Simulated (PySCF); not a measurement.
Molecule: 2-propanimine, C$_{3}$H$_{7}$N.

Cartesian coordinates in Å; atom numbers follow the order of the lines, from 1:
```xyz
11

C     1.3000   -0.5317   -0.1024
C     0.1385    0.4084    0.0511
C    -1.2275   -0.2255    0.0119
N     0.3657    1.6508    0.2021
H     1.2349   -1.0821   -1.0552
H     1.3002   -1.2855    0.7019
H     2.2403    0.0324   -0.0711
H    -2.0253    0.5209    0.1344
H    -1.3824   -0.7531   -0.9434
H    -1.3268   -0.9816    0.8079
H    -0.5195    2.1615    0.2937
```

Geometry PBE0-D3(BJ)/def2-SVP throughout; GIAO in PySCF, gas phase, one conformer, non-relativistic; equivalent atoms averaged; basis pcSseg-2.

(1) How do the absolute shieldings σ depend on the functional? (ppm; last column core-seconds on shared hosts with different chips, so compare them loosely; the GGAs took longer than the global hybrids here, which isn't the general rule, and the cause wasn't traced)

(2) Which nucleus moves most, in ppm?

Results:

(1) 
| functional | kind | C2 | C3 | C1 | N4 | H11 | H5/H6/H7 | H8/H9/H10 | core-s |
| --- | --- | --- | --- | --- | --- | --- | --- | --- | --- |
| HF | Hartree–Fock | 2.4 | 161.6 | 164.6 | -76.3 | 22.93 | 29.71 | 29.81 | 8.9 |
| LDA | LDA | -13.1 | 146.5 | 150.7 | -99.4 | 21.50 | 28.76 | 28.76 | 22 |
| PBE | GGA | -7.9 | 146.2 | 150.5 | -88.7 | 22.02 | 29.19 | 29.19 | 28 |
| BLYP | GGA | -13.3 | 141.8 | 146.0 | -91.9 | 22.36 | 29.37 | 29.38 | 28 |
| BP86 | GGA | -7.8 | 145.8 | 150.1 | -87.9 | 22.15 | 29.24 | 29.25 | 28 |
| OPBE | GGA | 4.1 | 152.2 | 156.2 | -73.1 | 21.92 | 29.23 | 29.24 | 28 |
| KT2 | GGA | 5.7 | 150.2 | 154.9 | -67.7 | 22.46 | 29.23 | 29.22 | 29 |
| KT3 | GGA | 6.0 | 149.7 | 154.1 | -64.8 | 22.54 | 29.40 | 29.40 | 29 |
| B97-D | GGA | -3.6 | 146.4 | 150.5 | -77.0 | 22.45 | 29.40 | 29.41 | 28 |
| B3LYP | global hybrid | -10.8 | 146.5 | 150.4 | -91.7 | 22.40 | 29.40 | 29.43 | 18 |
| PBE0 | global hybrid | -4.9 | 151.5 | 155.5 | -88.0 | 22.13 | 29.27 | 29.31 | 18 |
| mPW1PW91 | global hybrid | -5.6 | 150.9 | 154.8 | -89.1 | 22.20 | 29.32 | 29.37 | 17 |
| WP04 | global hybrid | -18.3 | 139.3 | 143.1 | -97.0 | 22.73 | 29.67 | 29.74 | 24 |
| B97-2 | global hybrid | -2.1 | 151.2 | 155.1 | -80.7 | 22.35 | 29.39 | 29.43 | 20 |
| BHandHLYP | global hybrid | -6.7 | 152.5 | 156.1 | -88.5 | 22.54 | 29.47 | 29.54 | 20 |
| CAM-B3LYP | range-separated hybrid | -10.3 | 150.2 | 153.8 | -90.1 | 22.33 | 29.34 | 29.40 | 28 |
| wB97X-D | range-separated hybrid | -6.3 | 151.7 | 155.5 | -88.4 | 22.28 | 29.38 | 29.44 | 40 |
| LC-wPBE | range-separated hybrid | -6.4 | 156.0 | 159.2 | -85.7 | 22.15 | 29.36 | 29.43 | 30 |

(2) N4 (imine nitrogen): from -99.4 ppm with LDA to -64.8 ppm with KT3. The smallest spread is 0.96 ppm, at H5/H6/H7. Proton shifts span only some 12 ppm, so a few tenths of a ppm matter as much there as several ppm in carbon.
